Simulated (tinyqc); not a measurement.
The integration grid: Kohn-Sham TPSS on finer and finer grids in the sto-3g basis, for H2F+, spin multiplicity 1. Computed by the program tinyqc with PySCF. 

Geometry (angstrom):
```
atom       x        y       z
F     0.0000   0.0000  0.0000
H     0.0000   0.8090  0.5720
H     0.0000  -0.8090  0.5720
```

Self-consistent on each grid; the net force on the molecule should vanish.

Kohn-Sham energy on Becke grids (radial x angular points per atom):
```
grid       points  residual of the electron count  E (hartree)  E - finest (mhartree)  largest net force without grid terms (hartree/bohr)
10 x 14       416                       -3.49e-02    -99.05270              192.98807                                             8.15e-02
15 x 26      1162                        1.66e-02    -99.24544                0.24717                                             8.12e-02
20 x 50      2990                        5.22e-04    -99.25089               -5.20362                                             1.81e-02
30 x 86      7726                        4.18e-04    -99.24678               -1.09081                                             1.11e-02
50 x 194    29076                        9.92e-06    -99.24569                0.00139                                             1.05e-04
75 x 302    67826                        6.34e-07    -99.24569               -0.00126                                             6.46e-05
120 x 590  212180                       -5.43e-08    -99.24569                0.00000                                             1.91e-06
```

The energy is within 0.1 mhartree of the finest grid first at 50 x 194. The error has both signs, since quadrature is not variational. The electron count and the net force are cheap signs of a poor grid.
